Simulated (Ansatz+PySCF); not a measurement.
singlet CO: levels of theory in one basis

```xyz
2

C     0.0000    0.0000   -0.6446
O     0.0000    0.0000    0.4835
```

Basis set: def2-SVP (spherical functions). Frozen core: 2 orbitals. Charge 0, multiplicity 1.

Computed with Ansatz (development build ahead of 0.2.0); each method stands on the lowest determinant of its kind that the runs found. NEVPT2 correlates all electrons. Active spaces start from the frontier orbitals, and the lowest solution found is given.

```csv
method,E − E(RHF) (eV),<S²> of the determinant
RHF,0.00,0.00
RHF-MP2,-7.81,–
RHF-CCSD,-8.00,–
RHF-CCSD(T),-8.29,–
"CASSCF(10,8)",-3.56,–
"CASSCF(2,2)",-0.66,–
"SC-NEVPT2(2,2)",-7.91,–
```

Problem. What does SC-NEVPT2(10,8) give on the same scale?

Solution. -7.50 eV. NEVPT2 here correlates all electrons, so it doesn't share the others' frozen core.

Problem. Is a single determinant a sound starting point here?

Solution. By this sign, yes. Unrestricted orbitals gain 0.00 eV and <S²> is 0.00 against 0.00 for a pure state. The CASSCF(10,8) natural occupations are 2.00, 1.99, 1.98, 1.96, 1.96, 0.05, 0.05, 0.02. The CASSCF(2,2) natural occupations are 1.96, 0.04.

Caution for CASSCF(2,2): other starts end on other solutions of this active space.
